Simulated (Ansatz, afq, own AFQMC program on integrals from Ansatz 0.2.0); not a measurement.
## AlGe, quartet in cc-pVDZ, levels against full CI

```json
{"atom": "Ge", "x (Å)": "0.0000", "y (Å)": "0.0000", "z (Å)": "0.0000"}
{"atom": "Al", "x (Å)": "0.0000", "y (Å)": "0.0000", "z (Å)": "2.4669"}
```

Basis cc-pVDZ. Only valence electrons are correlated. Ansatz 0.2.0 and our own AFQMC program on the same integrals; the CISD trial comes from CCSD amplitudes, and released means the phaseless constraint is let go. ± is one standard error of the sampling. No spin–orbit coupling.

Determinant: UHF, the one that the program's search chose, which needn't be the lowest solution. The geometry is a point of a scan.

Full CI on the same integrals is exact in this basis and with this determinant's frozen core.

Cautions: no relativity below Rb; no spin-orbit coupling; inner d shell frozen; lower spins were not checked; the released energies have errors that jump between times, so the bars are unsure, so no released level is given (meV from the phaseless value at times in 1/Eh: -4.5 ± 1.3 at 0.24, -7.5 ± 1.0 at 0.51, -79 ± 67 at 0.99, 35 ± 52 at 1.62, -19.6 ± 0.7 at 2.40).

The T1 diagnostic is 0.0334, the weight of the determinant in the CISD state is 0.865 and the ⟨S²⟩ of the determinant is 3.770. The size of the correlated space is 7 electrons in 26 orbitals.

| level | correlation energy (eV) |
| --- | --- |
| MP2 | -2.5282 |
| CCSD | -3.2850 |
| CCSD(T) | -3.4238 |

(1) Estimate where phaseless AFQMC with the Hartree–Fock trial lies against CCSD(T) on the same integrals.

(1) 0.9 ± 2.0 kJ/mol below CCSD(T). The gap is under twice the noise, so this walk alone can't tell the two apart.

Reference: full CI, correlation energy -3.474 eV.

| level | E − E(reference) (kJ/mol) | share of correlation (%) |
| --- | --- | --- |
| CCSD(T) | 4.9 | 98.55 |
| CCSDT | 1.0 | 99.69 |
| CCSDT(Q) | 0.0 | 99.99 |
| CCSDTQ | 0.0 | 99.99 |
| ph-AFQMC/HF | 4.0 ± 2.0 | 98.82 |
| ph-AFQMC/CISD | 2.3 ± 0.1 | 99.31 |

CCSDT and higher add their correlation energy to the determinant of the CCSD(T) run, since their own runs factorise the integrals more tightly (a shift of under 2 meV). A walk keeps the symmetry of its determinant, which the program's search chose and which needn't be the lowest solution, so a lower state of the same spin and another symmetry isn't excluded.
